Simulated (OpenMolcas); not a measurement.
## How basis sets differ on Si2NH7 (SMILES [SiH3]N[SiH3])

Si2NH7 has 10 atoms, charge 0, and is taken as a singlet. SMILES: `[SiH3]N[SiH3]`. The coordinates come from a PBE0-D4/def2-TZVP relaxation.

```xyz
10

Si   -1.0428    0.7584   -0.8800
N     0.1200    0.5004    0.3687
Si    0.9958   -0.9353    0.7554
H    -1.3736   -0.5673   -1.4582
H    -0.5323    1.6454   -1.9626
H    -2.2743    1.3936   -0.3364
H     0.3620    1.3173    0.9129
H     0.4031   -2.0423   -0.0347
H     0.8972   -1.2430    2.2083
H     2.4448   -0.8272    0.4267
```

Each level gives the dipole moment (D). The values are calculated.

```tsv
level	kind	program	value (D)
HF/ANO-R0 (sfX2C)	Hartree–Fock	OpenMolcas	1.72
HF/STO-3G	Hartree–Fock	OpenMolcas	0.41
HF/3-21G	Hartree–Fock	OpenMolcas	0.86
HF/6-31G* (spherical functions)	Hartree–Fock	OpenMolcas	0.96
```

The values span 0.41 to 1.72 D. Magnitudes only: a small dipole may point the other way at some levels. Sets without polarisation functions give poor dipoles.
